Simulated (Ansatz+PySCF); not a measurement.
Values are calculated unless marked as measured or tabulated.
This PySCF input gave a total energy of -40.17181 hartree.

```python
from pyscf import gto, scf, mp

mol = gto.M(atom="""
C 0.000000 0.000000 0.000000
H 1.046080 1.046080 1.046080
H 0.633990 -0.633990 -0.633990
H -0.633990 0.633990 -0.633990
H -0.633990 -0.633990 0.633990
""", basis='6-31g', charge=0, spin=0)
mf = scf.UHF(mol)
mf.kernel()
pt = mp.MP2(mf, frozen=1).run()
print(mf.e_tot, pt.e_corr, pt.e_tot)
```

Question: Write an input for Ansatz with the same method and basis set.

Answer:

```yaml
crystal:
  periodic: [false, false, false]
  atoms:
    - { symbol: C, position_ang: [0.0, 0.0, 0.0] }
    - { symbol: H, position_ang: [1.04608, 1.04608, 1.04608] }
    - { symbol: H, position_ang: [0.63399, -0.63399, -0.63399] }
    - { symbol: H, position_ang: [-0.63399, 0.63399, -0.63399] }
    - { symbol: H, position_ang: [-0.63399, -0.63399, 0.63399] }
basis:
  gaussian: { orbitals: "6-31G" }
magnetization:
  spin_polarized: true
hamiltonian:
  xc: hf
correlation:
  method: mp2
  frozen_orbitals: { C: 1, H: 0 }
scf:
  omitted_lower_state_checks: [stability, starts, atomic_configurations, cluster_reference, orbital_swaps, given_window_search, neighbouring_geometries, increment]
```

Ansatz (development build ahead of 0.2.0) gave -40.17181 hartree, 0.03 meV from the first. The reference isn't the lowest determinant (another lies 0.19 eV lower), but the same method gives a higher total on the lower determinant. Caution: bonds are stretched, where a single reference can fail.
